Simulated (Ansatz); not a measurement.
Crystal: BO, rock salt type, 2 atoms in the cell.

These are results of Ansatz, r²SCAN, plane waves, PAW datasets (earlier set, tuned by hand), not measurements.

Cutoff 1050 eV; k-mesh 15×15×15 Γ-centred; Fermi–Dirac smearing of 0.1 eV; no spin polarisation.

The fit to the energies gives V₀ = 7.285 Å³/atom (a₀ = 3.877 Å), B₀ = 195 GPa, B₀′ = 3.51.

Question: What pressure does the program print at V = 7.429 Å³/atom, and how far above the lowest computed point (V = 7.208 Å³/atom) does the energy lie?

Answer: -3.67 GPa and 1.17 meV/atom. All points:

```json
{"V (Å³/atom)": "6.767", "a (Å)": "3.7829", "E − E(min) (meV/atom)": "24.54", "P (GPa)": "16.35"}
{"V (Å³/atom)": "6.988", "a (Å)": "3.8236", "E − E(min) (meV/atom)": "7.38", "P (GPa)": "8.75"}
{"V (Å³/atom)": "7.208", "a (Å)": "3.8634", "E − E(min) (meV/atom)": "0.00", "P (GPa)": "2.11"}
{"V (Å³/atom)": "7.429", "a (Å)": "3.9025", "E − E(min) (meV/atom)": "1.17", "P (GPa)": "-3.67"}
{"V (Å³/atom)": "7.650", "a (Å)": "3.9407", "E − E(min) (meV/atom)": "9.77", "P (GPa)": "-8.71"}
```

The stress includes the program's correction for the finite plane-wave basis.

This cubic structure is a model: it isn't the usual form of the substance at ambient conditions, and such phases are metastable or hypothetical.
